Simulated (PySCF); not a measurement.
Stationary points of HSiO

Level of theory: PBE0/[Si def2-TZVP, O def2-TZVP, H def2-TZVP], no relativity, density fitting, PySCF.

Relaxations began from a few typed shapes; open shells are unrestricted. The search is not exhaustive: other isomers or separated fragments can lie lower, and high-lying points may rest on an excited occupation.

(1) Order these stationary points by electronic energy, lowest first, in kJ/mol from the lowest minimum.
A. doublet Cs: Si–H 1.528 Å, Si–O 1.523 Å; H–Si–O 118.8°
B. doublet C∞v: Si–H 1.909 Å, Si–O 1.513 Å; H–Si–O 180.0°

(2) Which of them are minima?

Results:

(1) A (0.0), B (121.5).

(2) By energy in kJ/mol, 0.0: minimum; 121.5: saddle point, 2 imaginary modes.
